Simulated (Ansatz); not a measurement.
**CH$_{2}$, singlet in cc-pVDZ: errors against full CI**

Geometry: a PBE0/def2-TZVP stationary point for this spin, not checked as a minimum.

```yaml
atoms:
  - { symbol: C, position_ang: [0.0000, -0.1011, 0.0000] }
  - { symbol: H, position_ang: [0.0000, 0.6021, -0.8621] }
  - { symbol: H, position_ang: [0.0000, 0.6021, 0.8621] }
```

Basis cc-pVDZ; Ansatz 0.2.0. Correlated methods freeze the noble-gas cores, which leaves 6 electrons in 23 orbitals. Prefix R: restricted or restricted open-shell reference; prefix U: unrestricted. Active spaces: valence = (6e, 6o) chosen from the atoms' valence shells.

Full CI is exact within this basis and frozen core; it isn't the basis-set limit. The frozen core follows each run's orbitals, which can shift R against U totals by a few meV.

The UHF ⟨S²⟩ is 0.710, the T1 diagnostic (RCCSD) is 0.0088 and the largest doubles amplitude (RCCSD) is 0.138.

```
   level  E − E(RHF) (eV)
    RMP2          -3.0015
   RCCSD          -3.7644
RCCSD(T)          -3.8434
```

(1) Estimate how far full CI in cc-pVDZ lies from RCCSD(T). The table doesn't fix it; the size of (T) and the diagnostics are the guide.

(1) Full CI in cc-pVDZ lies 2.4 kJ/mol below RCCSD(T), which is 31 % of the (T) step (-7.6 kJ/mol). A doubles amplitude is large, RHF is unstable towards spin polarisation, and the rest is a large part of (T).

The other levels:

```csv
level,E − E(full CI) (kJ/mol),share of correlation (%),wall time
CISD,24.0,93.56,0.39 s
BCCD(T),2.4,99.36,0.21 s
RCCSDT,0.5,99.87,–
CISDTQ,0.5,99.87,0.93 s
RCCSDT(Q),0.1,99.98,0.6 s
RCCSDTQ,0.0,100.00,4.4 s
CASSCF (valence space),216.3,42.03,–
NEVPT2 (valence space),55.1,85.24,0.21 s
MRCISD (valence space),7.0,98.11,–
MRCISD+Q (valence space),0.2,99.96,0.57 s
```

The correlation energy at full CI, counted from RHF, is -3.868 eV. That run took 3.3 s on 1 thread of Arm Neoverse V1, shared host over 786,897 determinants.

Run but not shown, since their state, orbitals or frozen core can't be matched to the reference's or they repeat it: UHF, UMP2, UCCSD, UCCSD(T), UCCSDT, UCCSDT(Q).

Times hold each run's SCF and search for its determinant on a shared host, so for small cases they say little of a method's own cost; they ran on 1 thread of Arm Neoverse V1. Some runs computed forces too.

The full-CI state has the irrep A1 of C2v, in the program's axes.

Natural occupations of full CI about the gap: 1.965 1.956 1.889 0.087 0.029 0.022 0.012 0.008 0.007 0.006; effectively unpaired electrons, Σ n²(2−n)², 0.09.
